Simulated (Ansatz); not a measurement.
# Molecular dynamics of H5OSi2, charge +1

input.yaml

```yaml
crystal:
  periodic: [false, false, false]
  atoms:
    - { symbol: O, position_ang: [-1.69299, 0.007773, -0.580928] }
    - { symbol: Si, position_ang: [-0.127288, 0.735602, -0.347812] }
    - { symbol: Si, position_ang: [0.90158, -1.023101, 0.737356] }
    - { symbol: H, position_ang: [-2.240336, 0.731595, -1.082407] }
    - { symbol: H, position_ang: [0.670822, 0.993943, -1.555593] }
    - { symbol: H, position_ang: [-0.055641, 1.878333, 0.574552] }
    - { symbol: H, position_ang: [2.297531, -1.015488, 1.212396] }
    - { symbol: H, position_ang: [0.246322, -2.308647, 1.042436] }
total_charge: 1
basis:
  gaussian: { orbitals: STO-3G }
hamiltonian:
  xc: revpbe
md:
  timestep: 0.5
  n_steps: 100
  ensemble: nvt_langevin
  temperature: 500.0
  initial_velocities: maxwell_boltzmann
  seed: 889569
  friction: 0.02
```

Run as:

```bash
$ ansatz run input.yaml --threads 1 --pin off --max-ram 2048MiB --backend cpu --events-out ev --progress --plain --runs-dir out
```

It starts from a relaxed structure.

Output, in part (one step line in 2, the closing report, with atoms numbered from 0; the dipole of an ion depends on the origin):

```
md step     0: t =     0.00 fs  T =   437.5 K  F+E_penalty+E_count = -17661.75804962 eV  E_kin = 0.452410 eV  (81 SCF iters)
md step     2: t =     1.00 fs  T =   402.7 K  F+E_penalty+E_count = -17661.73815334 eV  E_kin = 0.416388 eV  (26 SCF iters)
md step     4: t =     2.00 fs  T =   450.2 K  F+E_penalty+E_count = -17661.68643195 eV  E_kin = 0.465515 eV  (26 SCF iters)
md step     6: t =     3.00 fs  T =   422.0 K  F+E_penalty+E_count = -17661.62713971 eV  E_kin = 0.436395 eV  (27 SCF iters)
md step     8: t =     4.00 fs  T =   370.2 K  F+E_penalty+E_count = -17661.57933001 eV  E_kin = 0.382772 eV  (26 SCF iters)
md step    10: t =     5.00 fs  T =   355.0 K  F+E_penalty+E_count = -17661.54868015 eV  E_kin = 0.367061 eV  (26 SCF iters)
md step    12: t =     6.00 fs  T =   353.9 K  F+E_penalty+E_count = -17661.54280810 eV  E_kin = 0.365968 eV  (26 SCF iters)
md step    14: t =     7.00 fs  T =   369.7 K  F+E_penalty+E_count = -17661.52935887 eV  E_kin = 0.382333 eV  (27 SCF iters)
md step    16: t =     8.00 fs  T =   326.8 K  F+E_penalty+E_count = -17661.49149420 eV  E_kin = 0.337983 eV  (27 SCF iters)
md step    18: t =     9.00 fs  T =   306.2 K  F+E_penalty+E_count = -17661.43157267 eV  E_kin = 0.316658 eV  (26 SCF iters)
md step    20: t =    10.00 fs  T =   257.6 K  F+E_penalty+E_count = -17661.40645250 eV  E_kin = 0.266370 eV  (21 SCF iters)
md step    22: t =    11.00 fs  T =   247.3 K  F+E_penalty+E_count = -17661.44331993 eV  E_kin = 0.255751 eV  (27 SCF iters)
md step    24: t =    12.00 fs  T =   394.2 K  F+E_penalty+E_count = -17661.50494772 eV  E_kin = 0.407667 eV  (27 SCF iters)
md step    26: t =    13.00 fs  T =   383.8 K  F+E_penalty+E_count = -17661.53201270 eV  E_kin = 0.396877 eV  (27 SCF iters)
md step    28: t =    14.00 fs  T =   396.6 K  F+E_penalty+E_count = -17661.52524260 eV  E_kin = 0.410108 eV  (26 SCF iters)
md step    30: t =    15.00 fs  T =   433.8 K  F+E_penalty+E_count = -17661.50131821 eV  E_kin = 0.448551 eV  (26 SCF iters)
md step    32: t =    16.00 fs  T =   425.3 K  F+E_penalty+E_count = -17661.47411562 eV  E_kin = 0.439783 eV  (26 SCF iters)
md step    34: t =    17.00 fs  T =   412.0 K  F+E_penalty+E_count = -17661.47421814 eV  E_kin = 0.426079 eV  (26 SCF iters)
md step    36: t =    18.00 fs  T =   438.0 K  F+E_penalty+E_count = -17661.50554741 eV  E_kin = 0.452890 eV  (26 SCF iters)
md step    38: t =    19.00 fs  T =   525.0 K  F+E_penalty+E_count = -17661.53430765 eV  E_kin = 0.542848 eV  (26 SCF iters)
md step    40: t =    20.00 fs  T =   495.8 K  F+E_penalty+E_count = -17661.49766229 eV  E_kin = 0.512704 eV  (26 SCF iters)
md step    42: t =    21.00 fs  T =   388.3 K  F+E_penalty+E_count = -17661.41150007 eV  E_kin = 0.401538 eV  (26 SCF iters)
md step    44: t =    22.00 fs  T =   378.6 K  F+E_penalty+E_count = -17661.36887424 eV  E_kin = 0.391514 eV  (26 SCF iters)
md step    46: t =    23.00 fs  T =   441.1 K  F+E_penalty+E_count = -17661.41680690 eV  E_kin = 0.456104 eV  (26 SCF iters)
md step    48: t =    24.00 fs  T =   573.2 K  F+E_penalty+E_count = -17661.51042692 eV  E_kin = 0.592784 eV  (26 SCF iters)
md step    50: t =    25.00 fs  T =   661.9 K  F+E_penalty+E_count = -17661.56276094 eV  E_kin = 0.684408 eV  (26 SCF iters)
md step    52: t =    26.00 fs  T =   704.0 K  F+E_penalty+E_count = -17661.53190563 eV  E_kin = 0.727967 eV  (26 SCF iters)
md step    54: t =    27.00 fs  T =   621.4 K  F+E_penalty+E_count = -17661.44216420 eV  E_kin = 0.642601 eV  (26 SCF iters)
md step    56: t =    28.00 fs  T =   493.4 K  F+E_penalty+E_count = -17661.35302638 eV  E_kin = 0.510177 eV  (26 SCF iters)
md step    58: t =    29.00 fs  T =   461.2 K  F+E_penalty+E_count = -17661.32357540 eV  E_kin = 0.476965 eV  (26 SCF iters)
md step    60: t =    30.00 fs  T =   479.5 K  F+E_penalty+E_count = -17661.36961990 eV  E_kin = 0.495808 eV  (45 SCF iters)
md step    62: t =    31.00 fs  T =   568.8 K  F+E_penalty+E_count = -17661.47508142 eV  E_kin = 0.588189 eV  (26 SCF iters)
md step    64: t =    32.00 fs  T =   602.9 K  F+E_penalty+E_count = -17661.58804337 eV  E_kin = 0.623464 eV  (26 SCF iters)
md step    66: t =    33.00 fs  T =   654.9 K  F+E_penalty+E_count = -17661.62759101 eV  E_kin = 0.677178 eV  (26 SCF iters)
md step    68: t =    34.00 fs  T =   512.2 K  F+E_penalty+E_count = -17661.53359734 eV  E_kin = 0.529611 eV  (26 SCF iters)
md step    70: t =    35.00 fs  T =   372.7 K  F+E_penalty+E_count = -17661.38686661 eV  E_kin = 0.385366 eV  (26 SCF iters)
md step    72: t =    36.00 fs  T =   333.2 K  F+E_penalty+E_count = -17661.34689000 eV  E_kin = 0.344544 eV  (26 SCF iters)
md step    74: t =    37.00 fs  T =   351.2 K  F+E_penalty+E_count = -17661.42767851 eV  E_kin = 0.363174 eV  (25 SCF iters)
md step    76: t =    38.00 fs  T =   451.4 K  F+E_penalty+E_count = -17661.52937204 eV  E_kin = 0.466784 eV  (27 SCF iters)
md step    78: t =    39.00 fs  T =   501.8 K  F+E_penalty+E_count = -17661.55216476 eV  E_kin = 0.518887 eV  (26 SCF iters)
md step    80: t =    40.00 fs  T =   447.8 K  F+E_penalty+E_count = -17661.48956025 eV  E_kin = 0.463053 eV  (26 SCF iters)
md step    82: t =    41.00 fs  T =   376.6 K  F+E_penalty+E_count = -17661.38166499 eV  E_kin = 0.389384 eV  (26 SCF iters)
md step    84: t =    42.00 fs  T =   295.0 K  F+E_penalty+E_count = -17661.28933121 eV  E_kin = 0.305036 eV  (27 SCF iters)
md step    86: t =    43.00 fs  T =   337.2 K  F+E_penalty+E_count = -17661.28539581 eV  E_kin = 0.348691 eV  (21 SCF iters)
md step    88: t =    44.00 fs  T =   471.1 K  F+E_penalty+E_count = -17661.37996344 eV  E_kin = 0.487185 eV  (27 SCF iters)
md step    90: t =    45.00 fs  T =   650.0 K  F+E_penalty+E_count = -17661.51385095 eV  E_kin = 0.672144 eV  (27 SCF iters)
md step    92: t =    46.00 fs  T =   704.0 K  F+E_penalty+E_count = -17661.56374329 eV  E_kin = 0.727952 eV  (27 SCF iters)
md step    94: t =    47.00 fs  T =   628.6 K  F+E_penalty+E_count = -17661.49152141 eV  E_kin = 0.650054 eV  (27 SCF iters)
md step    96: t =    48.00 fs  T =   475.7 K  F+E_penalty+E_count = -17661.34340319 eV  E_kin = 0.491892 eV  (58 SCF iters)
md step    98: t =    49.00 fs  T =   352.2 K  F+E_penalty+E_count = -17661.24925767 eV  E_kin = 0.364200 eV  (57 SCF iters)
md step   100: t =    50.00 fs  T =   408.6 K  F+E_penalty+E_count = -17661.30067936 eV  E_kin = 0.422511 eV  (44 SCF iters)
Total energy: -17661.30070597 eV, -649.0408296847 hartree
Atom 0 at    -1.616143     0.008877    -0.600036 Å, force    -0.264646     0.604999    -0.960399 eV/Å
Atom 1 at     0.021413     0.684796    -0.524786 Å, force    -1.821842    -1.974972     0.396570 eV/Å
Atom 2 at     0.910785    -0.890373     1.022576 Å, force     2.674544     2.522991    -1.996788 eV/Å
Atom 3 at    -2.077765     0.348522    -1.511951 Å, force     1.038543    -0.275031     1.306026 eV/Å
Atom 4 at     0.691940     0.669007    -1.775485 Å, force     0.843297    -0.143200    -0.955471 eV/Å
Atom 5 at     0.221839     1.919216     0.150919 Å, force     0.105969     1.060835     0.679899 eV/Å
Atom 6 at     2.434712    -0.909161     1.184872 Å, force    -1.190701    -0.247734    -0.321446 eV/Å
Atom 7 at     0.398367    -1.577425     2.104016 Å, force    -1.385164    -1.547888     1.851609 eV/Å
Dipole moment:     0.425170    -0.229822     0.162507 e Å
```

The run went to its last step. A run of 0.05 ps of so small a system gives no equilibrium averages. Limits of this set-up: minimal basis.

The same pairs are bonded in the first frame and the last. Pairs count as bonded within 1.25 times the sum of covalent radii (0.12 Å more for H–H).

Last frame:

```xyz
8
Properties=species:S:1:pos:R:3
O -1.616 0.009 -0.600
Si 0.021 0.685 -0.525
Si 0.911 -0.890 1.023
H -2.078 0.348 -1.512
H 0.692 0.669 -1.776
H 0.222 1.919 0.151
H 2.435 -0.909 1.185
H 0.398 -1.577 2.104
```

Run time: 69 s on 1 thread of Intel(R) Xeon(R) 6975P-C (Granite Rapids) (shared host), peak memory 0.1 GiB.
